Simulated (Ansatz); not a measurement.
Geometry optimisation, UKS r2SCANh-D4/STO-3G (Ansatz).

Input file:

```yaml
crystal:
  periodic: [false, false, false]
  atoms:
    - { symbol: C, position_ang: [-0.5585, 0.3494, -0.1836] }
    - { symbol: C, position_ang: [-0.2414, -1.1068, -0.3169] }
    - { symbol: S, position_ang: [0.7752, -0.9414, 1.1558] }
    - { symbol: C, position_ang: [0.8167, 0.7539, 0.4739] }
    - { symbol: H, position_ang: [-0.786, 0.8931, -1.1671] }
    - { symbol: H, position_ang: [-1.4802, 0.5986, 0.4433] }
    - { symbol: H, position_ang: [0.3528, -1.3533, -1.2168] }
    - { symbol: H, position_ang: [-1.0454, -1.7733, -0.2335] }
    - { symbol: H, position_ang: [0.6947, 1.5706, 1.2517] }
    - { symbol: H, position_ang: [1.5554, 0.9581, -0.2039] }
magnetization:
  spin_polarized: true
basis:
  gaussian: { orbitals: STO-3G }
hamiltonian:
  xc: r2scanh
  dispersion: d4
relax:
  f_tol: 0.02
  max_steps: 40
```

Command:

```bash
$ ansatz run input.yaml --threads 1 --pin off --max-ram 2048MiB --backend cpu --events-out ev --progress --plain --runs-dir out
```

Problem. Where does it end, and by what steps?

Solution. The forces met the threshold. The force dipped under the threshold on the way, but the program's further checks kept it going. Limits of this set-up: minimal basis. After 10 steps the energy has fallen by 0.754 eV; S3 moved furthest, 0.60 Å.

```tsv
step	energy less start (eV)	largest force component (eV/Å)	accepted
0	0.0000	4.864	yes
1	-0.6618	0.971	yes
2	-0.7181	0.386	yes
3	-0.7389	0.196	yes
4	-0.7506	0.061	yes
5	-0.7528	0.030	yes
6	-0.7533	0.057	yes
7	-0.7535	0.032	yes
8	-0.7538	0.002	yes
9	-0.7539	0.008	yes
10	-0.7540	0.011	yes
```

```xyz
10
Properties=species:S:1:pos:R:3
C -0.499 0.402 -0.318
C -0.274 -1.145 -0.275
S 1.229 -0.984 0.765
C 0.742 0.773 0.559
H -0.447 0.816 -1.334
H -1.453 0.710 0.134
H -0.090 -1.592 -1.264
H -1.096 -1.698 0.206
H 0.482 1.280 1.501
H 1.488 1.387 0.031
```

Whether the end is a true minimum wasn't checked by a vibrational analysis.

Run time: 81 s on 1 thread of Arm Neoverse N1, with other jobs on the host, peak memory 0.17 GiB.
